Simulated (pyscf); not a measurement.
Four-centre exchange: `[OH][Ga]` [singlet] + `[NH3]` → `[OH][Ga]` [singlet] + `[NH3]`

Gas phase, singlet surface, charge 0. Bonds broken: O2–H3, N4–H5. Bonds formed: O2–H5, H3–N4. Structures and frequencies: ωB97X-D3(BJ)/def2-SVP in PySCF. MP2 and CC: frozen core, UHF for open shells. ΔMP2 is the change of the MP2 total energy from the triple- to the quadruple-zeta basis.

Transition state (Å):

```xyz
7

Ga     0.2248    -0.6434     2.6131
O     -0.3122    -0.2726     0.9901
H     -1.2046    -0.4840    -0.3004
N     -1.0213     0.1974    -1.1439
H     -0.3035     0.5241    -0.3776
H     -1.7722     0.8524    -1.3562
H     -0.6177    -0.2271    -1.9775
```

One imaginary mode, 1209i cm⁻¹; descent along it reached the two sides named, in the forms told below.

```json
[
 {"bond": "O2–H3", "change": "breaks", "reactant side (Å)": "0.980", "saddle": "1.583", "product side": "3.4"},
 {"bond": "N4–H5", "change": "breaks", "reactant side (Å)": "1.020", "saddle": "1.100", "product side": "1.870"},
 {"bond": "O2–H5", "change": "forms", "reactant side (Å)": "3.4", "saddle": "1.583", "product side": "0.980"},
 {"bond": "H3–N4", "change": "forms", "reactant side (Å)": "1.870", "saddle": "1.100", "product side": "1.020"}
]
```

Electronic energies relative to the separated reactants (kJ/mol):

| level | barrier | reaction energy | reverse barrier |
|---|---|---|---|
| ωB97X-D3(BJ)/def2-TZVP | 146.7 | 0.0 | 146.7 |
| PBE/def2-TZVP | 115.8 | 0.0 | 115.8 |
| r²SCAN/def2-TZVP | 125.7 | 0.0 | 125.7 |
| B3LYP-D3(BJ)/def2-TZVP | 135.9 | 0.0 | 135.9 |
| PBE0-D3(BJ)/def2-TZVP | 130.7 | 0.0 | 130.7 |
| M06-2X/def2-TZVP | 150.5 | 0.0 | 150.5 |
| ωB97M-D3(BJ)/def2-TZVP | 144.8 | 0.0 | 144.8 |
| HF/def2-TZVP | 211.8 | 0.0 | 211.8 |
| MP2/def2-QZVPP | 130.8 | 0.0 | 130.8 |
| CCSD/def2-TZVPP | 160.7 | 0.0 | 160.7 |
| CCSD(T)/def2-TZVPP | 147.0 | 0.0 | 147.0 |
| CCSD(T)/def2-TZVPP + ΔMP2(QZVPP) | 145.7 | 0.0 | 145.7 |

With CCSD(T)/def2-TZVPP + ΔMP2(QZVPP) energies and thermal terms (ideal gas, 1 atm, RRHO with modes under 100 cm⁻¹ raised to 100, one conformer, R ln 2 for chiral ones without a mode under 150 cm⁻¹), in kJ/mol:

| T (K) | ΔH‡ | ΔG‡ | ΔH | ΔG |
|---|---|---|---|---|
| 298 | 145.6 | 187.7 | 0.0 | 0.0 |
| 600 | 144.2 | 231.1 | 0.0 | 0.0 |
| 900 | 145.4 | 274.3 | 0.0 | 0.0 |
| 1200 | 147.8 | 317.0 | 0.0 | 0.0 |

On the reactant side the descent ends in a complex, 27.0 kJ/mol under the separated species and 173.7 kJ/mol under the saddle at ωB97X-D3(BJ)/def2-TZVP. On the product side the descent ends in a complex, 27.0 kJ/mol under the separated species and 173.7 kJ/mol under the saddle at ωB97X-D3(BJ)/def2-TZVP. The reactants may also form a dative adduct at HO–Ga [singlet]; it and routes through it were not searched. The products may also form a dative adduct at HO–Ga [singlet]; it and routes through it were not searched. The same reactants have a lower exit, to H₂N–Ga [singlet] + H₂O (highest point, the separated products, at +56.5 kJ/mol at ωB97M-D3(BJ)/def2-TZVP, against +144.8 kJ/mol here). This is the saddle that the search found; another between the same sides may lie lower. The CCSD(T) − MP2 part came from Ansatz, without density fitting, on the same reference. The frozen core leaves the outer d or s,p core shells of the metals and heavy elements correlated in the MP2 and CC values, and def2-TZVPP describes them poorly, which can shift differences by a few kcal/mol. Elements up to Kr have no core potential and no relativistic terms here.
